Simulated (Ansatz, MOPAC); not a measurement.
System: CH₅Si, charge 0, multiplicity 2. SMILES: [CH2][SiH3]

Atoms: C1, Si2, H3, H4, H5, H6, H7. Bonds: C1-Si2, C1-H3, C1-H4, Si2-H5, Si2-H6, Si2-H7.

Bond lengths (Å) and angles (degrees) optimised at PM3 with MOPAC; PM7 with MOPAC; MP2/6-31G* with Ansatz (a first-principles code), each started from the B3LYP-D3(BJ)/def2-TZVP structure (Ansatz) of the last column. A row stands for all coordinates that are equal there; 10 of 14 kinds are shown. 6-31G* holds six Cartesian d functions. No wavenumbers were computed at PM7, MP2/6-31G*, so these may be saddle points.

```json
[
 {"coordinate": "C1-Si2", "PM3": "1.780", "PM7": "1.800", "MP2/6-31G*": "1.855", "B3LYP-D3(BJ)/def2-TZVP": "1.842"},
 {"coordinate": "C1-H3", "PM3": "1.082", "PM7": "1.079", "MP2/6-31G*": "1.085", "B3LYP-D3(BJ)/def2-TZVP": "1.084"},
 {"coordinate": "Si2-H5", "PM3": "1.497", "PM7": "1.457", "MP2/6-31G*": "1.489", "B3LYP-D3(BJ)/def2-TZVP": "1.488"},
 {"coordinate": "Si2-H6", "PM3": "1.494", "PM7": "1.455", "MP2/6-31G*": "1.486", "B3LYP-D3(BJ)/def2-TZVP": "1.483"},
 {"coordinate": "Si2-H7", "PM3": "1.494", "PM7": "1.455", "MP2/6-31G*": "1.486", "B3LYP-D3(BJ)/def2-TZVP": "1.482"},
 {"coordinate": "Si2-C1-H3", "PM3": "123.3", "PM7": "122.9", "MP2/6-31G*": "122.6", "B3LYP-D3(BJ)/def2-TZVP": "122.6"},
 {"coordinate": "Si2-C1-H4", "PM3": "123.5", "PM7": "123.2", "MP2/6-31G*": "122.6", "B3LYP-D3(BJ)/def2-TZVP": "122.7"},
 {"coordinate": "C1-Si2-H5", "PM3": "108.8", "PM7": "108.1", "MP2/6-31G*": "111.8", "B3LYP-D3(BJ)/def2-TZVP": "111.2"},
 {"coordinate": "C1-Si2-H6", "PM3": "111.2", "PM7": "110.5", "MP2/6-31G*": "110.0", "B3LYP-D3(BJ)/def2-TZVP": "110.4"},
 {"coordinate": "C1-Si2-H7", "PM3": "111.5", "PM7": "110.9", "MP2/6-31G*": "110.0", "B3LYP-D3(BJ)/def2-TZVP": "110.3"}
]
```

Mean signed difference of all 6 bond lengths from B3LYP-D3(BJ)/def2-TZVP: PM3 -0.006 Å, PM7 -0.023 Å, MP2/6-31G* 0.004 Å.
